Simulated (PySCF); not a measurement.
## Name the molecule from its bond curve

A diatomic of charge +1 contains B. Its doublet curve at UHF-SCS-MP2 in a double-zeta basis (no relativity, PySCF), in eV from the separated fragments:

| R (Å) | E (eV) |
| --- | --- |
| 2.341 | -0.364 |
| 2.450 | -0.492 |
| 2.559 | -0.566 |
| 2.640 | -0.595 |
| 2.722 | -0.609 |
| 2.804 | -0.611 |
| 2.913 | -0.602 |
| 3.049 | -0.577 |
| 3.212 | -0.538 |
| 3.430 | -0.479 |

The fit gives ωe = 218 cm⁻¹ and the rotational constant Bₑ = 0.2787 cm⁻¹.

Task: Which atom is the partner?

Result: The minimum lies at 2.781 Å, so the reduced mass is 16.8576 u Å² cm⁻¹/(Bₑ·Re²) = 7.821 u. With B at 11.01 u the partner weighs about 27.0 u: Al. The molecule is AlB⁺.

Correlated steps freeze 6 core orbitals. The state is the lowest determinant that a PBE0 search found; another state may lie lower at other levels.
